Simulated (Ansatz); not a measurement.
We consider rock-salt ZrC, described by HSE06 (Ansatz, a program for electronic structure, plane waves, PAW).

Total energies, extrapolated to zero smearing (they compare only within this program, potentials and cutoff):

| system | energy (eV/atom) |
|---|---|
| rock-salt ZrC, relaxed | -2219.4694 |
| hcp Zr | -4186.0334 |
| graphite | -250.9459 |

Question: Work out the enthalpy of formation per atom.

Answer: ΔH_f ≈ ΔE = -2219.4694 − [1 × (-4186.0334) + 1 × (-250.9459)]/2 = -0.980 eV/atom (0 K, no vibrations). The reference value is -1.019 eV/atom (measured, 298 K, copied from a table, unchecked, no zero-point or thermal correction; as tabulated in Wang et al. (2021), doi:10.1038/s41598-021-94550-5), a difference of +0.039 eV/atom.

The PAW data were made under PBE.
